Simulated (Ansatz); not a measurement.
Property card for CaAl₂Ge₂

The calculation used DFT r2SCAN, scalar-relativistic, plane waves, PAW (Ansatz 0.2.0).

Cutoff 500 eV; k points 12×12×6 on the computed 5-atom cell (Γ-centred); Gaussian smearing, width 0.10 eV; no spin polarisation.

The structure is relaxed at this level of theory with its symmetry kept.

```
Ca Al Ge
1.0
     4.16959    0.00000    0.00000
    -2.08480    3.61097    0.00000
     0.00000    0.00000    7.14755
Ca Al Ge
1 2 2
Direct
  0.00000 0.00000 0.00000
  0.33333 0.66667 0.62783
  0.66667 0.33333 0.37217
  0.33333 0.66667 0.26148
  0.66667 0.33333 0.73852
```

| Quantity | Value |
| --- | --- |
| Space group | P-3m1 (No. 164) |
| Volume per atom | 21.52 Å³ |
| Formation energy from the elements' standard states (uncorrected) | -0.481 eV/atom |
| Generalised Kohn–Sham band gap | none (metal) |
| Density of states at the Fermi level | 0.15 states/eV per cell (so small that it hangs on the mesh: a semimetal, or crossings between mesh points) |
| Löwdin character within 0.5 eV of the Fermi level | Ge 4p 41 %, Al 3p 22 %, Al 3s 15 %, unprojected 16 % |
| Bulk modulus | 63 GPa |
| Its pressure derivative | 4.0 |
| Bader charges (e) | Ca (1 in the cell) 1.41, Al (2 in the cell) 1.79, Ge (2 in the cell) -2.50 |